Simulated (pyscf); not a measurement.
silanone (O=SiH₂) + ammonia (NH₃) -> HO–SiH: [singlet] + ammonia (NH₃) (concerted two-bond exchange; singlet surface; H–Si, H–N broken, H–O, H–N formed). Structures and frequencies: ωB97X-D3(BJ)/def2-SVP in PySCF. Correlated levels are frozen-core, on RHF or UHF. ΔMP2 is the change of the MP2 total energy from the triple- to the quadruple-zeta basis. Energies in eV from the separated reactants.

| level | barrier | reaction energy |
|---|---|---|
| ωB97X-D3(BJ)/def2-TZVP | 1.10 | -0.01 |
| PBE/def2-TZVP | 0.74 | +0.03 |
| r²SCAN/def2-TZVP | 0.89 | +0.12 |
| M06-2X/def2-TZVP | 1.06 | -0.16 |
| MP2/def2-QZVPP | 1.20 | +0.15 |
| CCSD(T)/def2-TZVPP | [?] | -0.06 |
| CCSD(T)/def2-TZVPP + ΔMP2(QZVPP) | [?] | [?] |

**Question.** What belongs in the gaps?

**Answer.** 
- CCSD(T)/def2-TZVPP, barrier: 1.19
- CCSD(T)/def2-TZVPP + ΔMP2(QZVPP), barrier: 1.18
- CCSD(T)/def2-TZVPP + ΔMP2(QZVPP), reaction energy: -0.05

On the reactant side the descent ends in a complex, 0.23 eV under the separated species and 1.33 eV under the saddle at ωB97X-D3(BJ)/def2-TZVP. On the product side the descent ends in a bound adduct, 0.44 eV under the separated species and 1.55 eV under the saddle at ωB97X-D3(BJ)/def2-TZVP. The reactants may also form a dative adduct at O=SiH₂; it and routes through it were not searched. The same reactants have a lower exit, to H₂N–SiH₂–OH (barrier -0.85 eV at ωB97M-D3(BJ), against +1.07 eV here). This is the saddle that the search found; another between the same sides may lie lower. The CCSD(T) − MP2 part came from Ansatz, without density fitting, on the same reference.
